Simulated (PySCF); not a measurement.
Dipole moment and polarisability of `CC(C)F`

Species: C3H7F.
Structure used (GFN2-xTB), in Å, numbered top down from 1:
```xyz
11
C3H7F angstrom
C     -1.1902   -0.4511    0.2131
C     -0.1170    0.5353   -0.2196
C      1.2872   -0.0360   -0.1034
F     -0.2027    1.6623    0.5848
H     -1.0134   -0.7633    1.2395
H     -1.1694   -1.3240   -0.4324
H     -2.1724    0.0109    0.1540
H     -0.3066    0.8946   -1.2401
H      1.4793   -0.3441    0.9216
H      1.3880   -0.8956   -0.7592
H      2.0227    0.7136   -0.3842
```

Level: PBE0/def2-SVPD (PySCF), static field, nuclei fixed, core orbitals frozen in the response. The polarisability tensor in these axes (au):

```
x   42.95  0.65 -0.71
y    0.65 39.35  0.06
z   -0.71  0.06 37.62
```

Question: Diagonalise the tensor; give its mean and Δα, where Δα² is half the sum of the squared differences of the eigenvalues.

Answer: Principal values 37.51, 39.26 and 43.15 au; mean 39.97 au = 5.92 Å³ = 6.59 × 10⁻⁴⁰ C²·m²/J; Δα = 5.00 au (13 % of the mean).

Question: What is the dipole moment, and where does it point?

Answer: (0.15, -1.66, -1.02) D, 1.95 D in size, pointing from the negative to the positive side. Measured along this direction, the outermost atoms are F4 at the negative end and H6 and H10 at the positive end.

Question: Give the eigenvalues of the traceless quadrupole moment Θ = ½Σq(3rr − r²1), origin at the centre of nuclear charge.

Answer: -3.25, 1.54, 1.71 D·Å. The values depend on the origin, since the dipole doesn't vanish. The electronic extent ⟨r²⟩ about the same centre is 305 bohr², a root-mean-square distance of 1.59 Å for the 34 electrons.

Question: Find the Langevin capture rate constant for O2+ (31.990 u) meeting this molecule (62.053 u), k = 2.342 × 10⁻⁹ cm³/s × √(α in Å³ / reduced mass in u).

Answer: The reduced mass is 21.11 u, so k = 1.24 × 10⁻⁹ cm³/s. The formula leaves out the permanent dipole, which adds to the capture rate.

Question: What would n − 1 = 2πNα be for an ideal gas of these molecules at 500 K and 1 atm, electronic part alone?

Answer: N = p/kT = 1.4678 × 10¹⁹ cm⁻³, so n − 1 = 2π × N × 5.92 × 10⁻²⁴ cm³ = 546 × 10⁻⁶ at long wavelengths, for an ideal gas.

Question: Rayleigh depolarisation ratio (linearly polarised light, static tensor)?

Answer: ρ = 3Δα²/(45ᾱ² + 4Δα²) = 74.9/(71908 + 99.9) = 0.00104.

Question: What molar refraction does this α imply?

Answer: Lorentz–Lorenz: R = (4π/3)N_A α = 2.5225 cm³/(mol·Å³) × 5.92 Å³ = 14.9 cm³/mol, in the limit of long wavelengths.

Geometry: GFN2-xTB; no solvent, vibrations or thermal averaging.

These values come from a run that also computed excited states. On one thread, Arm Neoverse V1, no GPU, shared host, this took 11 s.
